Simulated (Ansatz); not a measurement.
# BH₄S+ (SMILES B[SH2+]): functionals against CCSD(T) at one geometry

An exercise on one series of results from a longer session: the logs are not shown, and one member is left open.

Method: single points in def2-TZVPP; program: Ansatz 0.2.0, Gaussian basis.

Cores are frozen in the correlated methods.

**The starting structure**

SMILES `B[SH2+]`, 6 atoms, charge 1, spin multiplicity 1.

Atoms are counted from 1 here; the program's logs count them from 0.

Bond lengths: B1–S2 1.883 Å, B1–H3 1.251 Å, B1–H4 1.239 Å, S2–H5 1.387 Å, S2–H6 1.382 Å. Angles: S2–B1–H3 113.7°, S2–B1–H4 117.1°, H3–B1–H4 129.1°, B1–S2–H5 96.4°, B1–S2–H6 97.0°, H5–S2–H6 99.8°.

Geometry (Å):

```
B     0.1059   -0.8631    0.0604
S     0.5590    0.9632   -0.0167
H    -1.1162   -1.0844   -0.0885
H     1.0211   -1.6618    0.3043
H    -0.1928    1.2623   -1.1426
H    -0.3097    1.3946    0.9678
```

The first run:

run/in.yaml

```yaml
crystal:
  periodic: [false, false, false]
  atoms:
    - {symbol: B, position_ang: [0.105916, -0.863111, 0.060420]}
    - {symbol: S, position_ang: [0.558988, 0.963151, -0.016707]}
    - {symbol: H, position_ang: [-1.116165, -1.084449, -0.088495]}
    - {symbol: H, position_ang: [1.021144, -1.661767, 0.304317]}
    - {symbol: H, position_ang: [-0.192781, 1.262314, -1.142649]}
    - {symbol: H, position_ang: [-0.309683, 1.394640, 0.967808]}
basis:
  gaussian: {orbitals: def2-TZVPP}
total_charge: 1
hamiltonian: {xc: pbe, dispersion: d4}
output: {forces: true}
```

Launch:

```console
ansatz run in.yaml --threads 2 --pin off --events-out ev --progress --plain --max-ram 3481MiB
```

Steps of the session up to this table: PBE-D4/def2-TZVPP; r2SCAN-D4/def2-TZVPP; PBE0-D4/def2-TZVPP; wB97M-V/def2-TZVPP; CCSD(T)/def2-TZVPP.

One table of the session follows, with a row left open; its other results are not shown here.

```
   method  RMS force component (eV/Å)  angle to CCSD(T) forces (°)
   PBE-D4                       0.753                         13.0
r2SCAN-D4                       0.819                          5.0
  PBE0-D4                           ?                            ?
  wB97M-V                       0.879                          3.0
  CCSD(T)                       0.870                    reference
```

Q: Estimate the row for PBE0-D4 from the others.

**Answer.** RMS force component (eV/Å): 0.796; angle to CCSD(T) forces (°): 3.6. In the column «RMS force component (eV/Å)» it lies between PBE-D4 (0.753) and r2SCAN-D4 (0.819).
